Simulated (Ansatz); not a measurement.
A run for Ansatz (a program for electronic structure): R-B3LYP/def2-TZVPPD on C2H2 (SMILES C#C) with ghost functions. Files ending in .json are basis or fitting sets from the Basis Set Exchange.

Ansatz 0.2 input:
```yaml
crystal:
  periodic: [false, false, false]
  atoms:
    - {symbol: C, position_ang: [-0.00525489, 0.06030312, 1.72786895]}
    - {symbol: H, position_ang: [-0.00186089, 0.02656812, 0.66457195]}
    - {symbol: C, position_ang: [-0.00919189, 0.09859312, 2.93933495]}
    - {symbol: H, position_ang: [-0.01245789, 0.13196912, 4.00024595]}
basis:
  gaussian:
    orbitals: def2-TZVPPD.json
    ghost_atoms:
      - {symbol: C, position_ang: [-0.59870189, -0.07938388, -2.33488705]}
      - {symbol: H, position_ang: [-1.66070689, -0.07934088, -2.34080805]}
      - {symbol: C, position_ang: [0.61313711, -0.07947788, -2.33165805]}
      - {symbol: H, position_ang: [1.67516311, -0.07960688, -2.33185405]}
hamiltonian:
  xc: {name: B3LYP}
scf: {lower_state_search: off}
```

Output:

```
WARN ansatz: RAYON_NUM_THREADS=2 ignored (pool sized by the plan → 2); use --threads N
Functional definition: B3LYP
these checks for a lower state are left out or cut short: stability, starts, cluster_reference, orbital_swaps, neighbouring_geometries, increment
integrals: 0.08 GiB planned
882 factors; their error is unknown
mean field: 0.83 GiB planned
mean field evaluation 1: about -2100.6747 eV, gradient 4.3e1 eV
mean field evaluation 2: about -2099.6046 eV, gradient 4.6e1 eV
mean field evaluation 4: about -2105.2201 eV, gradient 4.1e-1 eV
mean field evaluation 8: about -2105.2181 eV, gradient 3.0e-2 eV
mean field -2105.21808702 eV, -77.3653377299 hartree, gradient 2.0e-6 eV, S^2 0.000000; 0 other end points of the search recorded, 0 dependent functions left out
reference -2105.21828041 eV, -77.3653448370 hartree; 7, 7 occupied and 209, 209 virtual orbitals, 882 factors
Total energy: -2105.21828041 eV, -77.3653448370 hartree
Checks for a lower state left out: stability, starts, cluster_reference, orbital_swaps, neighbouring_geometries, increment
```

Self-consistency was reached.

Cost: about 3 core-seconds (a rough figure).
